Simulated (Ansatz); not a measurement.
A made-up structure of CH3OSi (charge -1), singlet:

| atom | x (Å) | y (Å) | z (Å) |
| --- | --- | --- | --- |
| C1 | -1.2738 | -0.5671 | -0.2266 |
| Si2 | 0.2230 | 0.1922 | -0.3018 |
| O3 | 1.1701 | 0.2800 | 1.0947 |
| H4 | -1.9308 | -0.6553 | -1.0953 |
| H5 | 1.1628 | 0.9128 | -1.2462 |
| H6 | -1.3571 | -0.4441 | 0.8229 |

It is relaxed with PBE-D4/def2-SVPD and then PBE0-D4/def2-TZVPD (Ansatz 0.2.0). Atoms count as bonded within 1.22 times the sum of their covalent radii (H–H: 0.88 Å). The end point is not checked to be a true minimum.

Does its bonding change? (A judgement: the text doesn't fix the answer.)

Computed: No: no bond forms or breaks.

Where it ends: The first stage lowers the energy by 1.17 eV in 8 steps. It ends as CH₃OSi ([CH2][SiH][O]), total charge -1:
C1  (-1.196, -0.425, -0.147)
Si2  (0.392, 0.251, -0.048)
O3  (1.402, 0.492, 1.105)
H4  (-1.679, -0.467, -1.122)
H5  (0.849, 0.686, -1.424)
H6  (-1.774, -0.819, 0.684)
(Å)

Labels in which every atom is bracketed show which atoms are joined, not bond orders.

For scale, one of the runs: PBE0-D4/def2-TZVPD relaxation, 147 basis functions, launched by `ansatz run in.yaml --threads 2 --pin off --events-out ev --progress --plain --max-ram 4352MiB`. Hardware: 2 CPU threads of an Arm Neoverse V1, shared host. Wall time about 18 s.
